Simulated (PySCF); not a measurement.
Species: 1-chloro-1-fluoroethane, C₂H₄ClF.
Numbering: `[CH3:1][C@@H:2]([F:3])[Cl:4]` (hydrogens: H5, H6, H7 on C1; H8 on C2)

The same species was optimised twice, with GFN2-xTB and with PBE0-D3(BJ)/def2-SVP (PySCF), and the same property calculations (PySCF, gas phase) were run on both structures.

```json
{"coordinate": "C1–H7 (Å)", "GFN2-xTB": "1.086", "PBE0-D3(BJ)/def2-SVP": "1.098", "change": "+0.012"}
{"coordinate": "C1–H6 (Å)", "GFN2-xTB": "1.088", "PBE0-D3(BJ)/def2-SVP": "1.100", "change": "+0.012"}
{"coordinate": "C1–H5 (Å)", "GFN2-xTB": "1.087", "PBE0-D3(BJ)/def2-SVP": "1.099", "change": "+0.012"}
{"coordinate": "C1–C2 (Å)", "GFN2-xTB": "1.511", "PBE0-D3(BJ)/def2-SVP": "1.502", "change": "-0.009"}
{"coordinate": "C2–F3 (Å)", "GFN2-xTB": "1.361", "PBE0-D3(BJ)/def2-SVP": "1.355", "change": "-0.006"}
{"coordinate": "C2–H8 (Å)", "GFN2-xTB": "1.096", "PBE0-D3(BJ)/def2-SVP": "1.101", "change": "+0.005"}
{"coordinate": "C2–Cl4 (Å)", "GFN2-xTB": "1.790", "PBE0-D3(BJ)/def2-SVP": "1.790", "change": "0.000"}
{"coordinate": "Cl4–C2–H8 (°)", "GFN2-xTB": "107.2", "PBE0-D3(BJ)/def2-SVP": "105.6", "change": "-1.6"}
{"coordinate": "F3–C2–H8 (°)", "GFN2-xTB": "106.9", "PBE0-D3(BJ)/def2-SVP": "108.2", "change": "+1.3"}
{"coordinate": "F3–C2–Cl4 (°)", "GFN2-xTB": "107.8", "PBE0-D3(BJ)/def2-SVP": "108.8", "change": "+1.0"}
{"coordinate": "C2–C1–H7 (°)", "GFN2-xTB": "109.9", "PBE0-D3(BJ)/def2-SVP": "110.6", "change": "+0.7"}
{"coordinate": "C1–C2–H8 (°)", "GFN2-xTB": "113.4", "PBE0-D3(BJ)/def2-SVP": "113.0", "change": "-0.4"}
{"coordinate": "H6–C1–H7 (°)", "GFN2-xTB": "109.5", "PBE0-D3(BJ)/def2-SVP": "109.2", "change": "-0.3"}
{"coordinate": "H5–C1–H7 (°)", "GFN2-xTB": "109.4", "PBE0-D3(BJ)/def2-SVP": "109.0", "change": "-0.4"}
{"coordinate": "C1–C2–F3 (°)", "GFN2-xTB": "110.4", "PBE0-D3(BJ)/def2-SVP": "110.2", "change": "-0.2"}
```

Rotational constants: A = 9005, B = 4671, C = 3332 MHz (GFN2-xTB) against A = 9102, B = 4647, C = 3330 MHz (PBE0-D3(BJ)/def2-SVP). Point groups within 0.08 Å: C1 and C1.

On the GFN2-xTB structure: HOMO (eV) -8.77 [PBE0/pcSseg-1]; LUMO (eV) 0.76 [PBE0/pcSseg-1]; dipole (D) 2.33 [PBE0/pcSseg-1]; GIAO shielding of C1 (ppm) 157.5 [PBE0/pcSseg-1]; GIAO shielding of C2 (ppm) 76.8 [PBE0/pcSseg-1]; GIAO shielding of F3 (ppm) 315.9 [PBE0/pcSseg-1]; GIAO shielding of Cl4 (ppm) 685.6 [PBE0/pcSseg-1].

**Question.** What do these properties become on the PBE0-D3(BJ)/def2-SVP structure?

**Answer.** 
| property | level | on GFN2-xTB | on PBE0-D3(BJ)/def2-SVP | change |
| --- | --- | --- | --- | --- |
| HOMO (eV) | PBE0/pcSseg-1 | -8.77 | -8.75 | +0.02 |
| LUMO (eV) | PBE0/pcSseg-1 | 0.76 | 0.77 | +0.01 |
| dipole (D) | PBE0/pcSseg-1 | 2.33 | 2.30 | -0.03 |
| energy, GFN2-xTB geometry as zero (kcal/mol) | PBE0/pcSseg-1 | 0.0 | -0.1 | -0.1 |
| GIAO shielding of C1 (ppm) | PBE0/pcSseg-1 | 157.5 | 156.0 | -1.5 |
| GIAO shielding of C2 (ppm) | PBE0/pcSseg-1 | 76.8 | 78.3 | +1.5 |
| GIAO shielding of F3 (ppm) | PBE0/pcSseg-1 | 315.9 | 317.8 | +1.9 |
| GIAO shielding of Cl4 (ppm) | PBE0/pcSseg-1 | 685.6 | 686.7 | +1.1 |

The heavy atoms differ by 0.010 Å rms after alignment. Among all bonds C1–H5, C1–H6 and C1–H7 change most and about equally (+0.012 Å). Changes are differences of the printed values. Neither structure is proved a minimum here.
